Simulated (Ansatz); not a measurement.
We consider fluorite SrCl2, described by r²SCAN in Ansatz (PAW).

Total energies, extrapolated to zero smearing (they compare only within this program, potentials and cutoff; free atoms with spin allowed, lowest state found):

| system | energy (eV/atom) |
|---|---|
| fluorite SrCl2, relaxed | -1910.2390 |
| free Sr atom | -3553.3267 |
| free Cl atom | -1082.2203 |

Question: Work out the cohesive energy per atom.

Answer: E_coh = [1 × (-3553.3267) + 2 × (-1082.2203)]/3 − (-1910.2390) = 4.32 eV/atom. The reference value is 4.28 ± 0.03 eV/atom (worked out here from tabulated enthalpies at 298 K, brought to a static lattice with a Debye model, atoms in their spin–orbit ground levels; inputs from the CRC Handbook), a difference of +0.04 eV/atom.

The PAW data were made under PBE.

Ansatz is a program for electronic structure.
